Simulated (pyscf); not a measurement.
This saddle point was located with ωB97X-D3(BJ)/def2-SVP in PySCF.

```xyz
10

C      0.1133    -0.6567    -0.4573
O      0.4356    -0.4733     0.8654
Si    -0.2959     0.6667     1.8555
H     -1.1224    -1.1501    -0.5539
H      0.0624     0.2711    -1.0558
H      0.7381    -1.4324    -0.9228
H     -2.0371    -1.4954    -0.5600
H      0.4559     0.6519     3.1342
H     -0.2161     2.0113     1.2104
H     -1.7277     0.3226     2.0849
```
Charge 0, spin multiplicity 2.

Surface: doublet, charge 0. Lowest wavenumbers (cm⁻¹): 1422i, 88, 131, 217, 320.

Which two sides does it connect, and which bonds change?

H₃C–O–SiH₃ + H atom (H•) ⇌ •H₂C–O–SiH₃ + hydrogen (H₂), a hydrogen abstraction read from left to right: C–H broken and H–H formed. At ωB97M-D3(BJ)/def2-TZVP it lies +9.0 kcal/mol from the left side and +13.9 kcal/mol from the right (each side as separated species at their lowest minima found). H₃C–O–SiH₃ lies 23.7 kcal/mol over its isomer H₃C–SiH₂–OH (electronic energy, ωB97M-D3(BJ)/def2-TZVP). •H₂C–O–SiH₃ lies 5.8 kcal/mol over its isomer H₃C–O–SiH₂• (electronic energy, ωB97M-D3(BJ)/def2-TZVP). One saddle was located; it need not be the lowest between these sides. The angle at the transferred H is 176°.
